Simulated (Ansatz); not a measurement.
# CH₄Si (triplet): wave-function methods side by side at distance C1–H5 along a hydrogen transfer = 1.197 Å, cc-pVDZ

How much of the correlation energy of CH₄Si (triplet) does each wave-function method recover here?

Method: cc-pVDZ, core rule «outside noble gas», up to 6 orbitals frozen; program: Ansatz 0.2.0, Gaussian basis.

Plan: UHF; CCSD(T) on ROHF; CCSD(T) on UHF; BCCD(T) on ROHF; CISD; CCSDT(Q) on ROHF; CCSDT(Q) on UHF; CASSCF and MRCISD+Q, 4 electrons in 4 orbitals; CASSCF and NEVPT2, 4 electrons in 4 orbitals.

7 further runs of the same task are left out: 1 for a mislabelled method, 4 that didn't finish, 2 set aside as unsound or not needed.

### Step 1. The system

The geometry derives from fragments relaxed apart (PBE0/def2-TZVP) and kept rigid, so it is no stationary point. A hydrogen atom is moved between rigid fragments.

6 atoms, charge 0, spin multiplicity 3.

Atoms are counted from 1 here; the program's logs count them from 0.

Bond lengths: C1–H2 1.090 Å, C1–H3 1.090 Å, C1–H4 1.090 Å, C1–H5 1.197 Å, H5–Si6 1.709 Å. Angles: H2–C1–H3 109.5°, H2–C1–H4 109.5°, H2–C1–H5 109.5°, H3–C1–H4 109.5°, H3–C1–H5 109.5°, H4–C1–H5 109.5°, C1–H5–Si6 180.0°.

Coordinates:

```xyz
6

C    -1.8520    0.0000    0.0000
H    -2.2152    1.0273    0.0000
H    -2.2152   -0.5137    0.8897
H    -2.2152   -0.5137   -0.8897
H    -0.6550    0.0000    0.0000
Si    1.0540    0.0000    0.0000
```

### Step 2. UHF

File in.yaml:

```yaml
crystal:
  periodic: [false, false, false]
  atoms:
    - {symbol: C, position_ang: [-1.851994, 0.000000, 0.000000]}
    - {symbol: H, position_ang: [-2.215199, 1.027301, 0.000000]}
    - {symbol: H, position_ang: [-2.215199, -0.513650, 0.889668]}
    - {symbol: H, position_ang: [-2.215199, -0.513650, -0.889669]}
    - {symbol: H, position_ang: [-0.654994, 0.000000, 0.000000]}
    - {symbol: Si, position_ang: [1.054006, 0.000000, 0.000000]}
basis:
  gaussian: {orbitals: cc-pVDZ}
magnetization: {spin_polarized: true, initial_magnetization: 2}
hamiltonian: {xc: hf}
output: {orbitals: {seedname: orbitals}}
```

Command:

```
ansatz run in.yaml --threads 1 --pin off --events-out ev --progress --plain --max-ram 2393MiB
```

The runs that follow: CCSD(T) on ROHF; CCSD(T) on UHF; BCCD(T) on ROHF; CISD; CCSDT(Q) on ROHF; CCSDT(Q) on UHF; CASSCF and MRCISD+Q, 4 electrons in 4 orbitals; CASSCF and NEVPT2, 4 electrons in 4 orbitals.

Before running them: what should the planned runs give, taken together? Wanted: UCCSDT(Q) below the RHF energy; RMP2 from UCCSDT(Q); UMP2 from UCCSDT(Q); RCCSD from UCCSDT(Q); RCCSD(T) from UCCSDT(Q); UCCSD(T) from UCCSDT(Q); RCCSDT(Q) from UCCSDT(Q); MRCISD+Q pair from UCCSDT(Q); T1 diagnostic.

As calculated:

```
                         quantity                                                   value
   UCCSDT(Q) below the RHF energy                                              -7.3398 eV
              RMP2 from UCCSDT(Q)                                           +127.1 kJ/mol
              UMP2 from UCCSDT(Q)                                           +127.7 kJ/mol
             RCCSD from UCCSDT(Q)                                            +20.7 kJ/mol
          RCCSD(T) from UCCSDT(Q)                                             +3.3 kJ/mol
          UCCSD(T) from UCCSDT(Q)                                             +3.3 kJ/mol
         RCCSDT(Q) from UCCSDT(Q)                                              0.0 kJ/mol
     MRCISD+Q pair from UCCSDT(Q)                                             +4.9 kJ/mol
levels within 1 kcal/mol (43 meV)  RCCSD(T), UCCSD(T), BCCD(T), RCCSDT, UCCSDT, RCCSDT(Q)
                    T1 diagnostic                                                   0.017
```

**Reading.** RCCSD(T) lands +3.3 kJ/mol from the yardstick (0.5 % of the correlation energy). These misses are within one basis, not against nature; the frozen cores of restricted and unrestricted runs differ, which can shift their rows.
